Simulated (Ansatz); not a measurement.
## C2H3FS2, SMILES FC1SCS1: a single point in a Gaussian basis, step by step

Program: Ansatz 0.2.0 through its Python package.

Run as a notebook:

**Cell 1**
```python
from pathlib import Path
import json

import ansatz
```

**Cell 2**
```python
SETTINGS = {
    "basis_set": "6-31G*",
    "level": "RPA",
}
```

**Cell 3**
```python
molecule = (
    ansatz.Crystal.molecule()
    .atom("F", (-1.6278, -0.2488, 0.7675))
    .atom("C", (-0.7078, 0.716, 0.6069))
    .atom("S", (0.9182, 0.0695, 1.022))
    .atom("C", (0.7887, -0.6741, -0.6142))
    .atom("S", (-0.1216, 0.8473, -1.1392))
    .atom("H", (-0.9481, 1.691, 1.0766))
    .atom("H", (1.668, -0.896, -1.146))
    .atom("H", (0.1225, -1.5621, -0.6292))
)
```

**Cell 4**
```python
model = molecule.calculation().basis(gaussian=SETTINGS["basis_set"]).correlation(SETTINGS["level"]).orbitals()
print(model.to_yaml())
done = model.run(runs_dir="c2h3fs2_runs")
summary = done.report
```
Output:
```text
crystal:
  periodic: [false, false, false]
  atoms:
    - { symbol: F, position_ang: [-1.6278, -0.2488, 0.7675] }
    - { symbol: C, position_ang: [-0.7078, 0.716, 0.6069] }
    - { symbol: S, position_ang: [0.9182, 0.0695, 1.022] }
    - { symbol: C, position_ang: [0.7887, -0.6741, -0.6142] }
    - { symbol: S, position_ang: [-0.1216, 0.8473, -1.1392] }
    - { symbol: H, position_ang: [-0.9481, 1.691, 1.0766] }
    - { symbol: H, position_ang: [1.668, -0.896, -1.146] }
    - { symbol: H, position_ang: [0.1225, -1.5621, -0.6292] }
basis:
  gaussian:
    orbitals: "6-31G*"
correlation:
  method: rpa
output:
  orbitals: {}
```

**Cell 5**
```python
summary["mean_field"]["state"]["spin_squared"]
```
Output:
```text
7.460698725481052e-14
```

**Cell 6**
```python
summary["free_energy_ev"]
```
Output:
```text
-26466.407831521417
```

**Cell 7**
```python
summary["reference_energy_ev"]
```
Output:
```text
-26446.09189797669
```

**Cell 8**
```python
print("reference energy %16.6f eV" % summary["reference_energy_ev"])
print("total energy     %16.6f eV" % summary["free_energy_ev"])
print("occupied orbitals outside the frozen core (up, down):", summary["n_occupied"], " frozen:", summary["n_frozen"], " virtual:", summary["n_virtual"])
```
Output:
```text
reference energy    -26446.091898 eV
total energy        -26466.407832 eV
occupied orbitals outside the frozen core (up, down): [15, 15]  frozen: 13  virtual: [61, 61]
```

**Cell 9**
```python
parts = summary["correlation"]
for name in ("random_phase", "coupled_cluster", "perturbative"):
    if name in parts:
        print(f"{name:16s} {parts[name]['energy']['hartree']:12.7f} Ha")
if "second_order" in parts:
    pair = parts["second_order"]
    print(f"MP2 same spin {pair['same_spin']['hartree']:.7f} Ha, opposite spin {pair['opposite_spin']['hartree']:.7f} Ha")
```
Output:
```text
random_phase       -0.7465968 Ha
```

**Cell 10**
```python
field = summary["mean_field"]
print("<S^2> =", round(abs(field["state"]["spin_squared"]), 4), " all-electron relativity setting:", field["relativity"])
print("passes:", field["passes"])
if "symmetry" in field:
    print("occupied orbitals by irrep:", field["symmetry"]["occupied"])
```
Output:
```text
<S^2> = 0.0  all-electron relativity setting: none
passes: {'evaluations': 13, 'products': 42}
occupied orbitals by irrep: [{'A': 28}, {'A': 28}]
```

**Cell 11**
```python
lines = Path(summary["orbitals_path"]).read_text().splitlines()
field_of = lambda key: [line.split("=")[1].strip() for line in lines if line.startswith(key)]
orbitals = [(27.211386 * float(e), s, float(n)) for e, s, n in zip(field_of("Ene="), field_of("Spin="), field_of("Occup="))]
homo = max(e for e, _, n in orbitals if n > 0.5)
lumo = min(e for e, _, n in orbitals if n < 0.5)
for e, spin, n in sorted(orbitals):
    if homo - 6 < e < lumo + 5:
        print(f"{spin:6s} {e:10.3f} eV  occupation {n:.0f}")
with open("c2h3fs2.json", "w") as handle:
    json.dump({k: summary[k] for k in ("free_energy_ev", "reference_energy_ev", "n_occupied", "n_virtual")}, handle, indent=1)
```
Output:
```text
Alpha     -14.263 eV  occupation 2
Alpha     -13.851 eV  occupation 2
Alpha     -11.505 eV  occupation 2
Alpha     -10.927 eV  occupation 2
Alpha      -8.943 eV  occupation 2
Alpha       2.953 eV  occupation 0
Alpha       5.233 eV  occupation 0
Alpha       5.464 eV  occupation 0
Alpha       6.152 eV  occupation 0
Alpha       6.518 eV  occupation 0
Alpha       7.413 eV  occupation 0
```

`c2h3fs2.json`, as written:
```json
{
 "free_energy_ev": -26466.407831521417,
 "reference_energy_ev": -26446.09189797669,
 "n_occupied": [
  15,
  15
 ],
 "n_virtual": [
  61,
  61
 ]
}
```

Reading the output:
- Total energies depend on the basis set; only differences at equal settings carry meaning.
- The geometry is a force-field or estimated start, not a minimum of this method, and the basis set is short of its limit.
- Alpha marks a spatial orbital of a restricted run, filled by both spins.
- Levels such as HOMO and LUMO are orbital energies: in Hartree-Fock the gap is too wide and the LUMO hangs on the basis.
- Inner cores stay frozen, so this is valence correlation.
- S² is that of the Hartree-Fock reference.
- Wall time of the script: 2.3 s on 1 thread of Arm Neoverse V1, on a shared host, peak memory 0.21 GiB.

(Lines on the test bed's own set-up are left out of the output.)
